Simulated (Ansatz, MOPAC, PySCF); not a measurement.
Molecule: C2H5O, charge 0, multiplicity 2. SMILES: [CH2]OC
Geometry: optimised at B3LYP-D3(BJ)/def2-TZVP (Ansatz, a quantum-chemistry and plane-wave program).

Unscaled harmonic wavenumbers (cm⁻¹) in rising order, each level at the stationary point that it reaches from this structure (no distance between atoms moves by over 0.3 Å); the order of modes can differ between levels, and a negative number is imaginary. B3LYP-D3(BJ)/def2-TZVP (PySCF, at the structure above): 164, 293, 431, 540, 960, 1136, 1170, 1250, 1287, 1460, 1489, 1496, 1504, 3005, 3060, 3114, 3134, 3263.

PM3 (MOPAC): 133, 232, 350, 481, 949, 1008, 1030, 1162, 1193, 1356, 1362, 1375, 1450, 3054, 3071, 3085, 3144, 3188. Zero-point energy 39.5 against 41.1 kcal/mol; where all levels lie over 400 cm⁻¹, the wavenumbers are on average 0.948 times those of B3LYP-D3(BJ)/def2-TZVP.

PM7 (MOPAC): 129, 273, 463, 732, 1007, 1052, 1069, 1218, 1289, 1293, 1343, 1365, 1426, 2658, 2660, 2734, 2751, 2769. Zero-point energy 37.5 against 41.1 kcal/mol; where all levels lie over 400 cm⁻¹, the wavenumbers are on average 0.948 times those of B3LYP-D3(BJ)/def2-TZVP.

HF/6-31G* (Ansatz): 191, 283, 454, 858, 1065, 1239, 1294, 1377, 1400, 1603, 1645, 1650, 1656, 3196, 3255, 3277, 3318, 3417. Zero-point energy 44.6 against 41.1 kcal/mol; where all levels lie over 400 cm⁻¹, the wavenumbers are on average 1.118 times those of B3LYP-D3(BJ)/def2-TZVP.
